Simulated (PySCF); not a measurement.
Species: C₃H₃ (charge +1).
InChI=1S/C3H3/c1-2-3-1/h1-3H/q+1

Level of theory: PBE0-D3(BJ)/def2-SVP geometry optimisation, gas phase (PySCF 2.14.0).

Masses are those of the commonest isotopes; rigid-rotor values at the optimised geometry. 

Question: Give the principal moments of inertia and the rotational constants in cm⁻¹.

Answer: Ia = 16.51, Ib = 16.51, Ic = 33.03 u·Å²; 505379 MHz·u·Å²/I gives 30605, 30605 and 15303 MHz, that is A = 1.02089, B = 1.02087, C = 0.51044 cm⁻¹.

Question: Classify the top.

Answer: An oblate symmetric top, as the point group D3h requires two equal moments: κ = (2 × 30605 − 30605 − 15303)/(30605 − 15303) = 1.00.

Question: Is it planar, by Δ = Ic − Ia − Ib?

Answer: Planar: Δ = Ic − Ia − Ib = 0.00 u·Å². For a rigid frame Δ = −2 Σ m c², so it vanishes when all atoms lie in the ab plane; here none is more than 0.01 Å from it.

The point group D3h allows no dipole (computed: 0.00 D (about the centre of mass, as the species is charged)), so a rigid rotor has no electric-dipole lines.

Not checked by PBE0-D3(BJ)/def2-SVP frequencies. Zero-point vibration and centrifugal distortion are left out.
